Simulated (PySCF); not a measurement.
Potential energy curve for SMILES N. The N1–H4 bond (N1 also carries H, H; H4 carries nothing else) is varied alone, starting from the PBE0/def2-TZVP optimised geometry.

- UHF/cc-pVTZ (PySCF)
- RHF/cc-pVTZ (PySCF)
- UKS-CAM-B3LYP = unrestricted CAM-B3LYP/cc-pVTZ (PySCF)
- RKS-CAM-B3LYP = restricted CAM-B3LYP/cc-pVTZ run with PySCF
- UKS-BHandHLYP = unrestricted BHandHLYP/cc-pVTZ (PySCF)
- RKS-BHandHLYP = PySCF with restricted BHandHLYP/cc-pVTZ

Scanned distances (Å): 0.76, 0.80, 0.85, 0.92, 0.94, 1.00, 1.01, 1.03, 1.07, 1.12, 1.18, 1.25, 1.38, 1.50, 1.68, 1.81, 2.05, 2.21, 2.48, 2.70, 3.03, 3.49.

Problem. Where does the unrestricted solution first break spin symmetry (<S²> of 0.01 or more)?

Solution. UHF: between 1.38 and 1.50 Å; UKS-CAM-B3LYP: between 1.68 and 1.81 Å; UKS-BHandHLYP: between 1.50 and 1.68 Å.

```
R / Å  <S²> UHF  E(RHF) − E(UHF) / kcal/mol  <S²> UKS-CAM-B3LYP  E(RKS-CAM-B3LYP) − E(UKS-CAM-B3LYP) / kcal/mol  <S²> UKS-BHandHLYP  E(RKS-BHandHLYP) − E(UKS-BHandHLYP) / kcal/mol
-----  --------  --------------------------  ------------------  ----------------------------------------------  ------------------  ----------------------------------------------
0.76       0.00                         0.0                0.00                                             0.0                0.00                                             0.0
0.80       0.00                         0.0                0.00                                             0.0                0.00                                             0.0
0.85       0.00                         0.0                0.00                                             0.0                0.00                                             0.0
0.92       0.00                         0.0                0.00                                             0.0                0.00                                             0.0
0.94       0.00                         0.0                0.00                                             0.0                0.00                                             0.0
1.00       0.00                         0.0                0.00                                             0.0                0.00                                             0.0
1.01       0.00                         0.0                0.00                                             0.0                0.00                                             0.0
1.03       0.00                         0.0                0.00                                             0.0                0.00                                             0.0
1.07       0.00                         0.0                0.00                                             0.0                0.00                                             0.0
1.12       0.00                         0.0                0.00                                             0.0                0.00                                             0.0
1.18       0.00                         0.0                0.00                                             0.0                0.00                                             0.0
1.25       0.00                         0.0                0.00                                             0.0                0.00                                             0.0
1.38       0.00                         0.0                0.00                                             0.0                0.00                                             0.0
1.50       0.14                         0.5                0.00                                             0.0                0.00                                             0.0
1.68       0.58                        11.1                0.00                                             0.0                0.14                                             0.4
1.81       0.75                        22.9                0.26                                             1.3                0.43                                             4.3
2.05       0.90                        46.2                0.66                                            10.7                0.75                                            17.3
2.21       0.94                        60.6                0.80                                            19.0                0.85                                            27.0
2.48       0.98                        81.4                0.92                                            32.7                0.94                                            42.0
2.70       1.00                        95.2                0.96                                            42.4                0.97                                            52.2
3.03       1.00                       111.7                0.99                                            54.2                0.99                                            64.2
3.49       1.01                       128.2                1.00                                            65.9                1.00                                            75.6
```
